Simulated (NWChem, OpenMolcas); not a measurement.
**A ladder of methods for C3H4F2 (SMILES F/C=C\CF)**

C3H4F2 has 9 atoms, charge 0, and is taken as a singlet. As SMILES, `F/C=C\CF`. The coordinates come from a PBE0-D4/def2-TZVP relaxation. This is one conformer, not always the lowest.

```xyz
9

F    -1.7713    0.6962   -0.7642
C    -0.7568   -0.0838   -1.1488
C     0.2699   -0.3554   -0.3643
C     0.4395    0.1552    1.0194
F     1.6566    0.8114    1.1337
H    -0.8889   -0.4587   -2.1569
H     1.0424   -1.0013   -0.7656
H     0.4498   -0.6667    1.7427
H    -0.3526    0.8568    1.2869
```

Each level gives the energy change with the F1–C2 bond stretched from 1.336 to 2.405 Å (eV). The values are calculated.

```json
{"level": "HF/6-31G* (spherical functions) (unrestricted)", "kind": "Hartree–Fock", "program": "OpenMolcas", "value (eV)": "3.36", "less CCSD(T)/6-31G*": "-0.79", "CPU time (all runs)": "25 s"}
{"level": "SVWN5/6-31G* (spherical functions) (restricted)", "kind": "LDA", "program": "OpenMolcas", "value (eV)": "4.78", "less CCSD(T)/6-31G*": "+0.63", "CPU time (all runs)": "48 s"}
{"level": "PBE/6-31G* (spherical functions) (restricted)", "kind": "GGA", "program": "OpenMolcas", "value (eV)": "4.26", "less CCSD(T)/6-31G*": "+0.11", "CPU time (all runs)": "76 s"}
{"level": "TPSS/6-31G* (spherical functions) (restricted)", "kind": "meta-GGA", "program": "OpenMolcas", "value (eV)": "4.27", "less CCSD(T)/6-31G*": "+0.12", "CPU time (all runs)": "1.7 min"}
{"level": "r2SCAN/6-31G* (spherical functions) (restricted)", "kind": "meta-GGA", "program": "OpenMolcas", "value (eV)": "4.51", "less CCSD(T)/6-31G*": "+0.36", "CPU time (all runs)": "92 s"}
{"level": "B3LYP/6-31G* (Cartesian functions) (restricted)", "kind": "global hybrid", "program": "OpenMolcas", "value (eV)": "4.58", "less CCSD(T)/6-31G*": "+0.43", "CPU time (all runs)": "78 s"}
{"level": "B2PLYP/6-31G* (spherical functions) (restricted)", "kind": "double hybrid", "program": "OpenMolcas", "value (eV)": "4.54", "less CCSD(T)/6-31G*": "+0.39", "CPU time (all runs)": "55 s"}
{"level": "MP2/6-31G* (spherical functions) (restricted)", "kind": "perturbation theory", "program": "NWChem", "value (eV)": "4.78", "less CCSD(T)/6-31G*": "+0.63", "CPU time (all runs)": "37 s"}
{"level": "CCSD(T)/6-31G* (spherical functions) (restricted)", "kind": "coupled cluster or CI", "program": "OpenMolcas", "value (eV)": "4.15", "less CCSD(T)/6-31G*": "0.00", "CPU time (all runs)": "3 min"}
```

Differences are taken from CCSD(T)/6-31G* (spherical functions) (restricted) for orientation; it has basis-set and higher-order errors of its own. At this stretch a single reference begins to fail. The first shape isn't each level's own minimum. The values span 3.36 to 4.78 eV. Spin contamination of the reference (⟨S²⟩ at least 0.1 too high) touches HF/6-31G*. Times are those of the runs behind each value, whatever else they computed, on shared processors of several kinds: orders of magnitude only.
